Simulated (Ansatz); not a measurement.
# SiHF3: up Jacob's ladder to CCSD(T)

One table from this session's results is given with a row withheld; the runs are named, their logs left out.

Method: functionals in def2-TZVPP, the program's frozen cores in correlated methods; program: Ansatz 0.2.0, Gaussian basis.

Plan: LDA (SPW92), PBE-D4, revPBE-D4, BLYP-D4, r2SCAN-D4, B97M-V, PBE0-D4, B3LYP-D4, r2SCANh-D4, r2SCAN0-D4, HSE06-D4, BHLYP-D4, CAM-B3LYP-D4, LC-ωPBE, ωB97X-V, ωB97M-V, B2PLYP, PBE-QIDH; CCSD(T)/def2-SVP; CCSD(T)/def2-TZVPP; MP2/def2-QZVPP; extrapolation to the limit; RPA on PBE.

### Structure used throughout

An earlier PBE0-D4 in a triple-zeta def2 set relaxation fixed the geometry.

SMILES `F[SiH](F)F`, 5 atoms, charge 0, spin multiplicity 1.

Atoms are counted from 1 here; the program's logs count them from 0.

Bond lengths: F1–Si2 1.573 Å, Si2–F3 1.573 Å, Si2–F4 1.573 Å, Si2–H5 1.461 Å. Angles: F1–Si2–F3 108.3°, F1–Si2–F4 108.3°, F1–Si2–H5 110.7°, F3–Si2–F4 108.3°, F3–Si2–H5 110.7°, F4–Si2–H5 110.7°.

Geometry (Å):

```
F    -0.4471   -0.0822    1.4913
Si    0.0407    0.0017   -0.0018
F    -0.5971    1.2814   -0.6572
F    -0.4959   -1.2633   -0.7672
H     1.4994    0.0624   -0.0651
```

Set-up of the first run:

Input file in.yaml:

```yaml
crystal:
  periodic: [false, false, false]
  atoms:
    - {symbol: F, position_ang: [-0.447083, -0.082184, 1.491262]}
    - {symbol: Si, position_ang: [0.040671, 0.001695, -0.001766]}
    - {symbol: F, position_ang: [-0.597060, 1.281427, -0.657249]}
    - {symbol: F, position_ang: [-0.495894, -1.263340, -0.767179]}
    - {symbol: H, position_ang: [1.499366, 0.062413, -0.065058]}
basis:
  gaussian: {orbitals: def2-TZVPP}
hamiltonian: {xc: lda}
output: {orbitals: {seedname: orbitals}}
```

Among the steps run: LDA; PBE-D4 (GGA); revPBE-D4 (GGA); BLYP-D4 (GGA); r2SCAN-D4 (meta-GGA); B97M-V (meta-GGA); PBE0-D4 (hybrid); B3LYP-D4 (hybrid); r2SCANh-D4 (hybrid); r2SCAN0-D4 (hybrid); HSE06-D4 (hybrid); BHLYP-D4 (hybrid); CAM-B3LYP-D4 (range-separated); LC-ωPBE-D4 (range-separated; the results give it without D4); ωB97X-V (range-separated); ωB97M-V (range-separated); B2PLYP (double hybrid); PBE-QIDH (double hybrid).

One of the session's tables, all rows but one given; the rest of the session is left out.

It belongs to the step «Frontier levels by functional». 

```
  functional  HOMO (eV)  LUMO (eV)  gap (eV)
 LDA (SPW92)      -9.67      -0.15      9.52
      PBE-D4      -9.55       0.14      9.69
   revPBE-D4      -9.49       0.26      9.76
     BLYP-D4      -9.51       0.20      9.70
   r2SCAN-D4      -9.99       0.67     10.66
      B97M-V          ?          ?         ?
     PBE0-D4     -11.22       1.03     12.25
    B3LYP-D4     -11.01       0.73     11.73
  r2SCANh-D4     -10.60       0.96     11.56
  r2SCAN0-D4     -11.51       1.37     12.89
    HSE06-D4     -10.81       0.66     11.46
    BHLYP-D4     -12.86       1.79     14.64
CAM-B3LYP-D4     -12.75       1.93     14.68
     LC-ωPBE     -14.09       3.25     17.34
     ωB97X-V     -13.74       3.09     16.84
     ωB97M-V     -13.56       2.71     16.26
```

**Question.** Estimate the row for B97M-V.

The run gave: HOMO (eV): -10.03; LUMO (eV): 0.39; gap (eV): 10.43. In the column «HOMO (eV)» it lies between r2SCANh-D4 (-10.60) and r2SCAN-D4 (-9.99).
